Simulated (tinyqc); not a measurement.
Starting guesses with plain Roothaan steps: SCF starting guesses in the sto-3g basis, for CH2, spin multiplicity 3. Computed by the program tinyqc with PySCF. UHF with one setting changed at a time; a run stops when the energy changes by less than 1e-09 hartree and the error matrix is below 1e-5. Starts: the lowest orbitals of the core Hamiltonian, of the Wolfsberg-Helmholz matrix (K = 1.75), projected atomic densities, random orbitals, and the highest orbitals of the core Hamiltonian (a deliberately bad start).

Geometry (angstrom):
```
atom       x        y       z
C     0.0000   0.0000  0.0000
H     0.0000   1.0220  0.7670
H     0.0000  -1.0220  0.7670
```

lowest solution found by these runs and by PySCF with stability checks = -38.381444 hartree

Largest element of the error matrix X^T (FDS - SDF) X:
```
iteration     core  Wolfsberg-Helmholz  atomic densities   random  highest core orbitals
1          2.6e-01             1.9e-01           3.5e-01  4.1e+00                1.7e-01
2          5.3e-02             4.0e-02           5.2e-02  2.9e-01                2.7e-01
3          1.1e-02             1.4e-02           2.6e-02  6.2e-02                1.6e-01
4          4.1e-03             5.3e-03           1.3e-02  2.7e-02                2.5e-02
5          2.1e-03             2.4e-03           7.6e-03  1.6e-02                1.3e-02
6          1.4e-03             1.1e-03           5.3e-03  8.9e-03                6.9e-03
8          8.0e-04             4.1e-04           3.0e-03  3.9e-03                3.2e-03
10         4.6e-04             2.0e-04           1.8e-03  2.1e-03                1.7e-03
14         1.6e-04             6.5e-05           6.1e-04  6.9e-04                5.3e-04
20         3.2e-05             1.3e-05           1.2e-04  1.3e-04                1.1e-04
30               -                   -           8.2e-06  9.2e-06                7.1e-06
```

How each run ends:
```
run                    iterations  E (hartree)         state
core                           26   -38.381444  lowest found
Wolfsberg-Helmholz             23   -38.381444  lowest found
atomic densities               31   -38.381444  lowest found
random                         31   -38.381444  lowest found
highest core orbitals          31   -38.381444  lowest found
```

What does the comparison show, and why?

5 of 5 runs reach the lowest solution found, in 23 to 31 iterations (fastest: Wolfsberg-Helmholz). The first errors are 3e-01, 2e-01, 3e-01, 4e+00, 2e-01; the deliberately bad start has the smallest one, so a small first error does not mark a good start.
